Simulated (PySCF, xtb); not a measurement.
ethylamine (C2H7N), SMILES CCN.

GFN2-xTB (xtb) at its own geometry gives an orbital gap of 11.34 eV and a dipole moment of 1.35 D.

Coordinates come from a B3LYP-D3(BJ)/def2-TZVP optimisation. Other conformers were not sampled.

Question: What does PBE/def2-TZVPD (PySCF) give? (An estimate is asked for; the answer gives what the named calculation found.)

Answer: gap 5.12 eV (levels -5.38 and -0.26 eV), dipole 1.21 D.
